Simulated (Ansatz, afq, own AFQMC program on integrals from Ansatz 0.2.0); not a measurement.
## SiH$_{4}$O, singlet in cc-pVTZ, levels against CCSDT(Q)

```yaml
atoms:
  - { symbol: O, position_ang: [-1.7638, 0.0172, 0.0000] }
  - { symbol: H, position_ang: [-2.0131, 0.9438, 0.0000] }
  - { symbol: H, position_ang: [-0.6048, 0.0172, 0.0000] }
  - { symbol: Si, position_ang: [0.9842, 0.0172, 0.0000] }
  - { symbol: H, position_ang: [1.5964, -0.8571, 1.0900] }
  - { symbol: H, position_ang: [1.5964, -0.8571, -1.0900] }
```

Connectivity, by distances: OH ··· SiH2, 1 bridging H.

Basis cc-pVTZ. Noble-gas cores (and the filled d shells of Ga–Kr and In–Xe) are frozen. Ansatz 0.2.0 and our own AFQMC program on the same integrals; the CISD trial comes from CCSD amplitudes, and released means the phaseless constraint is let go. Uncertainties: one standard error, sampling alone.

Determinant: RHF, the one that the program's search chose, which needn't be the lowest solution. The geometry is a point of a scan.

No full CI on the walks' own integrals is used here; CCSDT(Q) serves as the reference and is uncertain by about the last step of the cluster series.

Cautions: higher spins were not checked; restricted determinant unstable towards unrestricted (UHF 457 meV lower, ⟨S²⟩ 0.72).

- T1 diagnostic: 0.0167
- weight of the determinant in the CISD state: 0.839
- size of the correlated space: 14 electrons in 114 orbitals

Reference: CCSDT(Q), correlation energy -12.128 eV. The released energy is read at 1.62 1/Eh, later times being too noisy (meV from the phaseless value at times in 1/Eh: -10 ± 6 at 0.24, -21 ± 5 at 0.51, -34 ± 8 at 0.99, -25 ± 7 at 1.62, -41 ± 12 at 2.40).

| level | E − E(reference) (meV) | share of correlation (%) |
| --- | --- | --- |
| HF | 12128.2 | 0.00 |
| MP2 | 1250.7 | 89.69 |
| CCSD | 534.2 | 95.60 |
| CCSD(T) | 68.0 | 99.44 |
| CCSDT | 36.1 | 99.70 |
| ph-AFQMC/CISD | 30.8 ± 5.7 | 99.75 |
| released AFQMC | 5.4 ± 7.1 | 99.96 |

A walk keeps the symmetry of its determinant, which the program's search chose and which needn't be the lowest solution, so a lower state of the same spin and another symmetry isn't excluded. Released energies are given only where the last usable release times agree within the noise; a slower fall can still hide under it.
